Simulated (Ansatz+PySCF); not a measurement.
Values are calculated unless marked as measured or tabulated.
**Several solutions for quintet O4 in separate pieces**

```xyz
4

O     0.0000    0.0000   -0.5941
O     0.0000    0.0000    0.5941
O    29.8745   -0.5321   -0.2326
O    30.1255    0.5321    0.2326
```

Basis set: STO-3G (spherical functions). Charge 0, multiplicity 5.

ROHF was run from several starts with Ansatz (development build ahead of 0.2.0) and PySCF 2.14.0.

| run | program | start | converged | energy (hartree) | <S²> |
| --- | --- | --- | --- | --- | --- |
| A | Ansatz | atomic start, no search | yes | -295.26053 | 6.00 |
| B | PySCF | guess atom, instabilities followed | yes | -295.26085 | 6.00 |
| C | PySCF | guess minao, instabilities followed | yes | -295.26085 | 6.00 |
| D | PySCF | program defaults | yes | -295.26053 | 6.00 |
| E | PySCF | guess 1e, instabilities followed | yes | -295.26085 | 6.00 |
| F | PySCF | guess huckel, instabilities followed | yes | -294.65615 | 6.00 |
| G | Ansatz | search for the lowest state | yes | -295.26085 | 6.00 |
| H | Ansatz | stability test followed | yes | -295.26085 | 6.00 |

**Question.** Which runs reached the lowest solution of this kind, and what is wrong with the others?

**Answer.** A, B, C, D, E, G, H reached the lowest solution found or ended within 0.01 eV of it (a small difference can mark another solution nearby). Converged but too high: F by 16.45 eV. Convergence only shows a stationary point, and even a stable one can lie too high; stability tests and further starts are what find lower ones.
